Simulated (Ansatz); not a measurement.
Black phosphorus

Method: PBE in Ansatz (plane waves, PAW).

Run with plane-wave cutoff 500 eV, 10×8×10 k mesh (along the axes of the cell as run), Fermi–Dirac smearing 0.05 eV, scalar-relativistic PAW data made under PBE.

Cell: relaxed at this level.

* **volume per atom**: 21.33 Å³/atom
* **lattice constant a**: 3.310 Å
* **lattice parameter b**: 11.298 Å
* **lattice parameter c**: 4.563 Å

Measured, for comparison: equilibrium volume per atom 18.97 Å³/atom (temperature not stated, no zero-point or thermal correction; as tabulated in Appalakondaiah et al. (2012), arXiv:1211.3512). Computed (rounded) less measured: equilibrium volume per atom +12.4 %.

Note: the cell comes from a level without a dispersion term, which matters for the spacing of layers, chains or molecules.

Cost on a shared machine: roughly 50 core-seconds.

Ansatz is a first-principles code.
